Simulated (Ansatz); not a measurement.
System: anatase TiO2 (metastable phase). Method: rVV10 (PAW; Ansatz, an electronic-structure program).

Run with plane-wave cutoff 520 eV, 12×12×12 k mesh, Fermi–Dirac smearing 0.01 eV, no spin polarisation, scalar-relativistic PAW data made under PBE.

The cell is scaled about its equilibrium volume:

Shape and atoms are relaxed at each volume.

```csv
V (Å³/atom),P (GPa),direct gap at Γ (eV),smallest gap on the k mesh (eV),c (Å)
11.272,7.33,2.556,2.002,9.404
11.507,3.56,2.526,2.028,9.550
11.741,0.00,2.490,2.044,9.686
11.976,-3.29,2.452,2.054,9.815
12.211,-6.36,2.409,2.054,9.932
```

The fundamental gap (2.04 eV at the equilibrium volume, with added k points) lies elsewhere than Γ–Γ.

Note: the bulk modulus comes from volumes at which shape and atoms were relaxed.
